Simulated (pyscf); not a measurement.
H₂N–AlH₂ → HN=AlH + hydrogen (H₂), an elimination (singlet surface; H–N, Al–H broken, H–H formed). Optimised with ωB97X-D3(BJ)/def2-SVP in PySCF. Energies in kJ/mol from the reactant's lowest minimum found.

Small-basis levels: PySCF, no dispersion term, spherical d functions. AM1 to PM7: differences of heats of formation from MOPAC, which are fitted to 298 K values and so differ in kind from electronic energies by zero-point and thermal terms. GFN2-xTB: tblite. 

```
level                   barrier  reaction energy
----------------------  -------  ---------------
HF/STO-3G                 629.8           +519.2
HF/3-21G                  431.9           +337.7
SVWN5/6-31G*              288.8           +298.8
BP86/6-31G*               295.1           +269.1
PBE/6-31G*                295.0           +274.7
B3LYP/STO-3G              481.9           +410.2
B3LYP/3-21G               342.8           +279.6
M06-2X/6-31G*             334.3           +295.1
B3LYP/6-311+G**           306.6           +280.1
PBE/def2-SVP              283.1           +278.4
GFN2-xTB                  240.3           +332.6
PM3                       151.1            +16.9
ωB97M-D3(BJ)/def2-TZVP    313.0           +290.5
```

Against the last row the barrier runs from -161.9 (PM3) to +316.8 kJ/mol (HF/STO-3G). At SVWN5/6-31G*, GFN2-xTB this geometry lies under one side, so the entry may be no barrier of that level: it is a single point on another level's saddle. ωB97M-D3(BJ)/def2-TZVP has limits of its own. At the saddle there is also a short Al–H contact that neither side keeps. HN=AlH lies 186.2 kJ/mol over its isomer H₂N–Al [singlet] (electronic energy, ωB97M-D3(BJ)/def2-TZVP). One saddle was located; it need not be the lowest between these sides.
